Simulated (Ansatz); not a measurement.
Process, species as SMILES: P#P (P2) + 3 [H][H] (H2) → 2 P (PH3)
B3LYP-D3(BJ)/def2-TZVP geometries, fixed; electronic energies without zero-point terms.
Largest species:
```
P
H 1 1.4188
H 1 1.4188 2 93.38
H 1 1.4188 2 93.38 3 93.59
```
Charge 0, spin multiplicity 1.

Effect of a fitting basis named in the input at MP2/aug-cc-pV(T+d)Z with Ansatz (a first-principles code), against the last row, where the energy of full hydrogenation is -34.65 kcal/mol. Cores are frozen. A restricted Hartree-Fock determinant is unstable towards unrestricted orbitals. The default fits or decomposes integrals by the program's own choice; accuracy: high also tightens integrals, grids and stops.

```csv
setting,largest shift of a total energy (mEh),shift of the energy of full hydrogenation (kcal/mol)
fitting: def2-universal-jkfit and def2-SVP-RIFIT,-3.049,1.462
fitting: def2-universal-jkfit and cc-pVDZ-RIFIT,-3.009,1.475
fitting: def2-universal-jkfit and cc-pVTZ-RIFIT,0.188,0.113
fitting: def2-universal-jkfit and aug-cc-pVTZ-RIFIT,0.082,0.076
fitting: def2-universal-jkfit and cc-pVQZ-RIFIT,0.089,0.027
fitting: def2-universal-jkfit and aug-cc-pVQZ-RIFIT,0.081,0.022
accuracy: high,-0.001,0.000
accuracy: medium (default),0.000,0.000
```

Within 0.3 kcal/mol in the energy of full hydrogenation: fitting: def2-universal-jkfit and cc-pVTZ-RIFIT; fitting: def2-universal-jkfit and aug-cc-pVTZ-RIFIT; fitting: def2-universal-jkfit and cc-pVQZ-RIFIT; fitting: def2-universal-jkfit and aug-cc-pVQZ-RIFIT; accuracy: high. The largest shift is 3.049 mEh in a total energy and 1.475 kcal/mol in the difference.
